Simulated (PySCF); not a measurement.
**Do core-level shifts follow atomic charges?**

Species: 2-methyl-2-oxazoline, C4H7NO.
Atom-mapped SMILES: `[CH3:1][C:2]1=[N:3][CH2:4][CH2:5][O:6]1`

Binding energies: delta-SCF UKS SCAN, pcX-2 on the ionised atom, pcseg-1 elsewhere, spin-free X2C (PySCF). Charges: PBE0/pcSseg-1 ground-state density, for the ionised atom.

```csv
atom,environment,C 1s (eV),Mulliken (e),IAO (e),Hirshfeld (e),ESP (e)
C1,methyl carbon,291.18,-0.189,-0.438,-0.114,-0.790
C4,sp3 carbon bound to nitrogen,291.53,-0.092,-0.173,-0.035,+0.262
C5,sp3 carbon bound to oxygen,292.40,+0.025,-0.083,+0.005,-0.146
C2,C=N carbon,292.97,+0.251,+0.343,+0.146,+0.908
```

Task: Give the correlation coefficient and slope of binding energy on charge for each scheme.

Result: Mulliken: r = 0.97, slope 4.2 eV per e; Hirshfeld: r = 0.95, slope 7.1 eV per e; IAO: r = 0.94, slope 2.4 eV per e; ESP: r = 0.77, slope 0.9 eV per e. On 4 points no scheme stands out.

Task: The point-charge model writes a binding energy as kq + V + constant, with V the potential of the other atoms' charges at the site. What does it give with the ESP charges?

Result: V = Σ 14.40 eV Å × q/r over all other atoms: +11.70 eV at C1, -3.94 eV at C4, +2.11 eV at C5, -13.93 eV at C2. Fitting binding energy − V to q gives k = 16.0 eV per e and leaves an rms residual of 0.51 eV, against 0.45 eV for the fit on q alone. The model has no term for differences in relaxation between sites.

The unrestricted hole states depart most from a pure doublet (⟨S²⟩ = 0.75; over 0.85 named) for C 1s of C2 (0.85), which makes this value less certain. Geometry: PBE0-D3(BJ)/def2-SVP; no solvent, vibrations or thermal averaging.
